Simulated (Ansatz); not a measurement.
# SiH₅ (doublet): from Hartree-Fock to the top rungs at distance Si1–H5 along a hydrogen transfer = 1.485 Å, cc-pVDZ

How much of the correlation energy of SiH₅ (doublet) does each wave-function method recover here?

Method: cc-pVDZ, core rule «outside noble gas», up to 5 orbitals frozen; program: Ansatz 0.2.0, Gaussian basis.

The runs, in order: UHF; CCSD(T) on ROHF; CCSD(T) on UHF; BCCD(T) on ROHF; CISD; CCSDT(Q) on ROHF; CCSDT(Q) on UHF; CASSCF and MRCISD+Q, 3 electrons in 3 orbitals; CASSCF and NEVPT2, 3 electrons in 3 orbitals; CASSCF and MRCISD+Q, 9 electrons in 9 orbitals; CASSCF and MRCISD+Q(relaxed), 9 electrons in 9 orbitals; CASSCF and NEVPT2, 9 electrons in 9 orbitals.

10 further runs of the same task are left out: 1 for a mislabelled method, 8 that didn't finish, 1 set aside as unsound or not needed.

## (1) The system

The geometry derives from fragments relaxed apart (PBE0/def2-TZVP) and kept rigid, so it is no stationary point. A hydrogen atom is moved between rigid fragments.

6 atoms, charge 0, spin multiplicity 2.

Atoms are counted from 1 here; the program's logs count them from 0.

Bond lengths: Si1–H2 1.485 Å, Si1–H3 1.485 Å, Si1–H4 1.485 Å, Si1–H5 1.485 Å. Angles: H2–Si1–H3 109.5°, H2–Si1–H4 109.5°, H2–Si1–H5 109.5°, H3–Si1–H4 109.5°, H3–Si1–H5 109.5°, H4–Si1–H5 109.5°.

## (2) UHF

Input file in.yaml:

```yaml
crystal:
  periodic: [false, false, false]
  atoms:
    - {symbol: Si, position_ang: [-0.076983, 0.000000, 0.000000]}
    - {symbol: H, position_ang: [-0.571855, 1.399708, 0.000000]}
    - {symbol: H, position_ang: [-0.571855, -0.699854, 1.212183]}
    - {symbol: H, position_ang: [-0.571855, -0.699854, -1.212183]}
    - {symbol: H, position_ang: [1.407632, 0.000000, 0.000000]}
    - {symbol: H, position_ang: [2.453017, 0.000000, 0.000000]}
basis:
  gaussian: {orbitals: cc-pVDZ}
magnetization: {spin_polarized: true, initial_magnetization: 1}
hamiltonian: {xc: hf}
output: {orbitals: {seedname: orbitals}}
```

Started as:

```console
$ ansatz run in.yaml --threads 1 --pin off --events-out ev --progress --plain --max-ram 2393MiB
```

After this run come: CCSD(T) on ROHF; CCSD(T) on UHF; BCCD(T) on ROHF; CISD; CCSDT(Q) on ROHF; CCSDT(Q) on UHF; CASSCF and MRCISD+Q, 3 electrons in 3 orbitals; CASSCF and NEVPT2, 3 electrons in 3 orbitals; CASSCF and MRCISD+Q, 9 electrons in 9 orbitals; CASSCF and MRCISD+Q(relaxed), 9 electrons in 9 orbitals; CASSCF and NEVPT2, 9 electrons in 9 orbitals.

Before running them: what should the planned runs give, taken together? Wanted: UCCSDT(Q) below the RHF energy; RMP2 from UCCSDT(Q); UMP2 from UCCSDT(Q); RCCSD from UCCSDT(Q); RCCSD(T) from UCCSDT(Q); UCCSD(T) from UCCSDT(Q); RCCSDT(Q) from UCCSDT(Q); NEVPT2 pair from UCCSDT(Q); NEVPT2 valence from UCCSDT(Q).

**Answer**, as computed:

| quantity | value |
| --- | --- |
| UCCSDT(Q) below the RHF energy | -4.5676 eV |
| RMP2 from UCCSDT(Q) | +99.7 kJ/mol |
| UMP2 from UCCSDT(Q) | +99.3 kJ/mol |
| RCCSD from UCCSDT(Q) | +10.1 kJ/mol |
| RCCSD(T) from UCCSDT(Q) | +2.1 kJ/mol |
| UCCSD(T) from UCCSDT(Q) | +2.1 kJ/mol |
| RCCSDT(Q) from UCCSDT(Q) | 0.0 kJ/mol |
| NEVPT2 pair from UCCSDT(Q) | +98.1 kJ/mol |
| NEVPT2 valence from UCCSDT(Q) | +88.7 kJ/mol |
| MRCISD+Q valence from UCCSDT(Q) | +2.1 kJ/mol |
| levels within 1 kcal/mol (43 meV) | RCCSD(T), UCCSD(T), BCCD(T), RCCSDT, UCCSDT, RCCSDT(Q), MRCISD+Q valence, MRCISD+Q(relaxed) valence |
| T1 diagnostic | 0.023 |
| effectively unpaired electrons | 1.01 |

RCCSD(T) misses by +2.1 kJ/mol, 0.5 % of the correlation energy. One determinant dominates. Of the multireference levels listed MRCISD+Q(relaxed) valence comes nearest in total energy (-1.8 kJ/mol), which doesn't show that its space is the better one. These misses are within one basis, not against nature; the frozen cores of restricted and unrestricted runs differ, which can shift their rows.
